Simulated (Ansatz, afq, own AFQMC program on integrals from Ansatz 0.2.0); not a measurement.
AFQMC on a folder of integrals that Ansatz 0.2.0 wrote.

```yaml
crystal:
  periodic: [false, false, false]
  atoms:
    - {symbol: B, position_ang: [0.000000, 0.000000, 0.752901]}
    - {symbol: B, position_ang: [0.000000, 0.000000, -1.009563]}
    - {symbol: H, position_ang: [0.000000, 1.023985, 1.376457]}
    - {symbol: H, position_ang: [0.000000, -1.023985, 1.376457]}
basis:
  gaussian: {orbitals: cc-pVDZ}
magnetization: {spin_polarized: true, initial_magnetization: 2}
correlation: {method: ccsd_t, electrons: outside_noble_gas, hamiltonian_folder: ham}
```

```sh
$ ansatz run in.yaml --threads 1 --pin off --events-out ev --progress --plain --max-ram 1382MiB
```

Options of the walk:

```
--method free --trial cisd --walkers 60 --time-step 0.03 --max-blocks 80 --target-error 0.00034 --factor-cut 1e-05 --seed 4208 --times 0,0.3,0.6,1.2,1.8,2.4,3.6,4.8,6 --taylor-order 8
```

Times are imaginary, in 1/Eh. The walk had a cap of 932 s.

Log:

```
orbitals 36  electrons 5 3  factors 278 of 350
reference energy -50.38396857 Eh
CCSD correlation -0.15382213 Eh in 12 cycles, weight of the determinant in the CISD state 0.8858
repeat  energy at the last time / Eh  error
    10  -50.544350  0.002192
    20  -50.544150  0.001219
    30  -50.543990  0.000892
    40  -50.543885  0.000733
    50  -50.544097  0.000621
    60  -50.544060  0.000545
    70  -50.544172  0.000476
    80  -50.544168  0.000472
time / (1/Eh)  energy / Eh  error  mean overlap
  0.00  -50.537827  0.000072  1.1295
  0.30  -50.540797  0.000127  1.1293
  0.60  -50.542098  0.000151  1.1282
  1.20  -50.543180  0.000183  1.1319
  1.80  -50.543763  0.000185  1.1247
  2.40  -50.543947  0.000214  1.1416
  3.60  -50.543578  0.000281  1.1855
  4.80  -50.544440  0.000310  1.1585
  6.00  -50.544168  0.000472  1.1274
energy -50.544168 +/- 0.000472 Eh
```

The run passed its tests (error under three times the target), which doesn't prove that it has relaxed.

Against this walk (error 12.8 meV) on the same determinant: CCSD(T) 45.0 meV higher, CCSDT(Q) 1.5 meV lower (within the noise). The error is statistical, and a free projection of finite length keeps a remainder of its start.

Cautions: remainder of the start not in the error; error above the target (12.8 against 9.3 meV).

The walk took 4.7 min on 1 thread of Arm Neoverse V1, on a shared host. The log's last line is the free-projection energy.

CCSDT and higher add their correlation energy to the determinant of the CCSD(T) run, since their own runs factorise the integrals more tightly (a shift of under 2 meV). A walk keeps the symmetry of its determinant, which the program's search chose and which needn't be the lowest solution, so a lower state of the same spin and another symmetry isn't excluded.
